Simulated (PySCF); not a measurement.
# C5H9Cl (2-chloro-2-pentene): the cost of one run

Programs: PySCF 2.14.0, with routines of our own; each step states its level. All values are computed. Atoms count from 0.

### Step 1. The starting structure

15 atoms, charge 0, multiplicity 1; geometry from: GFN2-xTB.

### Step 2. Relaxing the molecule at PBE0-D3(BJ)/def2-SVP

What the job is given:

```
{"job": {"xc": "PBE0", "basis": "def2-SVP", "d3": "d3bj", "grid": 2, "kind": "geom"}, "charge": 0, "multiplicity": 1}
C     -2.282698    -0.263593     0.250879
C     -1.260650    -0.008687    -0.855875
C      0.123328    -0.341370    -0.400260
C      1.193334     0.435715    -0.464800
C      2.563618     0.077371     0.004939
Cl     1.104232     2.035049    -1.149610
H     -2.251513    -1.303195     0.569303
H     -2.073713     0.366523     1.112013
H     -3.286194    -0.041702    -0.103430
H     -1.309723     1.033693    -1.171230
H     -1.507499    -0.634718    -1.719109
H      0.246115    -1.324656     0.034025
H      2.561675    -0.912171     0.453334
H      3.264658     0.088668    -0.828628
H      2.910617     0.801062     0.740881
```

Started as:

```bash
> OMP_NUM_THREADS=1 python excited_run.py task.json out
```

This one command runs all jobs of the session in turn.

Q: Estimate the wall time and peak memory of this first job on 1 thread of Arm Neoverse V2, shared host.

About 34 s, with a peak of 0.68 GiB.
